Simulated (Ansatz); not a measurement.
## hcp Ru

Calculation: PBEsol (plane waves, PAW; Ansatz, a quantum-chemistry and plane-wave program).

Settings: plane-wave cutoff 500 eV, 30×30×18 k mesh (along the axes of the cell as run), Fermi–Dirac smearing 0.1 eV, no spin polarisation, scalar-relativistic PAW data made under PBE.

Cell: relaxed at this level.

```json
{
  "equilibrium_volume_per_atom": "13.33 Å³/atom",
  "lattice_constant_a": "2.692 Å",
  "c axis length": "4.248 Å"
}
```

Measured, for comparison: lattice constant a 2.706 Å (293 K, not corrected to a static lattice, our sources range from 2.700 to 2.706; as tabulated in Wikipedia's data pages); lattice parameter c 4.282 Å (293 K, not corrected to a static lattice; as tabulated in Wikipedia's data pages). Computed (rounded) less measured: lattice constant a -0.5 % (-0.3 % to -0.5 % over the range), lattice parameter c -0.8 %. A static lattice is as a rule a little smaller and stiffer than an uncorrected measurement, which narrows the difference in the lattice constant a, lattice parameter c and would widen misses of the other sign.

The computed numbers hold no vibrational or temperature effects.

It cost about 2.6 core-minutes (a rough figure) of CPU time.
